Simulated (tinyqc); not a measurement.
Inside a calculation. Method: MP2 on RHF in the sto-3g basis, frozen core, for HF, spin multiplicity 1. One step of it, computed by the program tinyqc.

Question. Iteration 1: building the Fock matrix. J_ij = sum D_kl (ij|kl), K_ij = sum D_kl (ik|jl); F = H + J - 0.5 K; E = tr D H + tr D J / 2 - 0.25 tr D K + E_nn.

D at the start:
```
,1F 1s,1F 2s,1F 2px,1F 2py,1F 2pz,2H 1s
1F 1s,2.098912,-0.415847,0.000000,0.000000,0.060191,-0.132412
1F 2s,-0.415847,1.773109,0.000000,0.000000,-0.225204,0.400884
1F 2px,0.000000,0.000000,2.000000,0.000000,0.000000,0.000000
1F 2py,0.000000,0.000000,0.000000,2.000000,0.000000,0.000000
1F 2pz,0.060191,-0.225204,0.000000,0.000000,1.858339,0.208556
2H 1s,-0.132412,0.400884,0.000000,0.000000,0.208556,0.128209
```

core Hamiltonian H = T + V (hartree):
```
,1F 1s,1F 2s,1F 2px,1F 2py,1F 2pz,2H 1s
1F 1s,-40.477291,-9.497306,0.000000,0.000000,-0.009249,-1.087650
1F 2s,-9.497306,-10.955044,0.000000,0.000000,-0.114805,-2.556516
1F 2px,0.000000,0.000000,-8.631705,0.000000,0.000000,0.000000
1F 2py,0.000000,0.000000,0.000000,-8.631705,0.000000,0.000000
1F 2pz,-0.009249,-0.114805,0.000000,0.000000,-8.693930,-1.809764
2H 1s,-1.087650,-2.556516,0.000000,0.000000,-1.809764,-4.473215
```

Two-electron integrals (ij|kl) in chemists' order, unique and non-zero (hartree):
```
i,j,k,l,(ij|kl)
1,1,1,1,5.403501
2,1,1,1,0.841920
2,1,2,1,0.156299
2,2,1,1,1.268028
2,2,2,1,0.292344
2,2,2,2,0.926167
3,1,3,1,0.027998
3,2,3,1,0.043169
3,2,3,2,0.204588
3,3,1,1,1.264502
3,3,2,1,0.292403
3,3,2,2,0.925959
3,3,3,3,0.997514
4,1,4,1,0.027998
4,2,4,1,0.043169
4,2,4,2,0.204588
4,3,4,3,0.053770
4,4,1,1,1.264502
4,4,2,1,0.292403
4,4,2,2,0.925959
4,4,3,3,0.889973
4,4,4,4,0.997514
5,1,5,1,0.027998
5,2,5,1,0.043169
5,2,5,2,0.204588
5,3,5,3,0.053770
5,4,5,4,0.053770
5,5,1,1,1.264502
5,5,2,1,0.292403
5,5,2,2,0.925959
5,5,3,3,0.889973
5,5,4,4,0.889973
5,5,5,5,0.997514
6,1,1,1,0.096752
6,1,2,1,0.017822
6,1,2,2,0.033167
6,1,3,3,0.033116
6,1,4,4,0.033116
6,1,5,1,0.000718
6,1,5,2,0.001355
6,1,5,5,0.033274
6,1,6,1,0.002052
6,2,1,1,0.262409
6,2,2,1,0.061386
6,2,2,2,0.219075
6,2,3,3,0.215782
6,2,4,4,0.215782
6,2,5,1,0.004173
6,2,5,2,0.033548
6,2,5,5,0.225444
6,2,6,1,0.007111
6,2,6,2,0.065560
6,3,3,1,0.006214
6,3,3,2,0.037626
6,3,5,3,0.006933
6,3,6,3,0.009411
6,4,4,1,0.006214
6,4,4,2,0.037626
6,4,5,4,0.006933
6,4,6,4,0.009411
6,5,1,1,0.185835
6,5,2,1,0.044007
6,5,2,2,0.168146
6,5,3,3,0.161123
6,5,4,4,0.161123
6,5,5,1,0.008818
6,5,5,2,0.061842
6,5,5,5,0.181999
6,5,6,1,0.005294
6,5,6,2,0.061839
6,5,6,5,0.067361
6,6,1,1,0.444973
6,6,2,1,0.105772
6,6,2,2,0.436403
6,6,3,3,0.422532
6,6,4,4,0.422532
6,6,5,1,0.008353
6,6,5,2,0.095972
6,6,5,5,0.463721
6,6,6,1,0.012307
6,6,6,2,0.173419
6,6,6,5,0.190674
6,6,6,6,0.774606
```

nuclear repulsion = 4.07059393 hartree

Give: Coulomb J; exchange K; Fock matrix F; total energy of this density.

Answer.

Coulomb J (hartree):
```
,1F 1s,1F 2s,1F 2px,1F 2py,1F 2pz,2H 1s
1F 1s,20.617,3.945,0.000,0.000,-0.008,0.450
1F 2s,3.945,9.778,0.000,0.000,-0.022,2.254
1F 2px,0.000,0.000,9.767,0.000,0.000,0.000
1F 2py,0.000,0.000,0.000,9.767,0.000,0.000
1F 2pz,-0.008,-0.022,0.000,0.000,9.774,1.708
2H 1s,0.450,2.254,0.000,0.000,1.708,4.444
```

exchange K (hartree):
```
,1F 1s,1F 2s,1F 2px,1F 2py,1F 2pz,2H 1s
1F 1s,11.072,1.949,0.000,0.000,0.005,0.227
1F 2s,1.949,3.107,0.000,0.000,-0.092,0.851
1F 2px,0.000,0.000,2.621,0.000,0.000,0.000
1F 2py,0.000,0.000,0.000,2.621,0.000,0.000
1F 2pz,0.005,-0.092,0.000,0.000,2.586,0.559
2H 1s,0.227,0.851,0.000,0.000,0.559,0.565
```

Fock matrix F (hartree):
```
,1F 1s,1F 2s,1F 2px,1F 2py,1F 2pz,2H 1s
1F 1s,-25.396,-6.527,0.000,0.000,-0.020,-0.752
1F 2s,-6.527,-2.731,0.000,0.000,-0.091,-0.728
1F 2px,0.000,0.000,-0.175,0.000,0.000,0.000
1F 2py,0.000,0.000,0.000,-0.175,0.000,0.000
1F 2pz,-0.020,-0.091,0.000,0.000,-0.213,-0.381
2H 1s,-0.752,-0.728,0.000,0.000,-0.381,-0.312
```

total energy of this density = -98.21202 hartree
